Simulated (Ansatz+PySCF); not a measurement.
**singlet C₅H₅(-): levels of theory in one basis**

```xyz
10

C     1.2500    0.0123    0.0022
C     0.3492    1.1135   -0.0339
C    -0.9940    0.6803   -0.0367
C    -1.0165   -0.6836   -0.0042
C     0.3592   -1.1634   -0.0439
H     2.2609    0.0217   -0.0264
H     0.7372    2.2211    0.0211
H    -1.9064    1.3617    0.0094
H    -1.8788   -1.3066    0.0133
H     0.7586   -2.1958   -0.0035
```

Basis set: def2-SVP (spherical functions). Left uncorrelated: 5 orbitals. Charge -1, multiplicity 1.

Computed with Ansatz (development build ahead of 0.2.0) and PySCF 2.14.0; each method stands on the lowest determinant of its kind that the runs found. Active spaces start from the frontier orbitals, and the lowest solution found is given.

```json
{"method": "RHF", "E − E(RHF) (eV)": "0.00", "<S²> of the determinant": "0.00"}
{"method": "CASSCF(6,5)", "E − E(RHF) (eV)": "-1.19", "<S²> of the determinant": "–"}
```

(1) What does RHF-MP2 give on the same scale?

(2) Is a single determinant a sound starting point here?

## Answers

(1) -18.48 eV.

(2) By this sign, yes. Unrestricted orbitals gain 0.00 eV and <S²> is 0.00 against 0.00 for a pure state. The CASSCF(6,5) natural occupations are 1.99, 1.98, 1.96, 0.04, 0.02.

Caution: no diffuse functions for an anion. Caution for CASSCF(6,5): other starts end on other solutions of this active space.
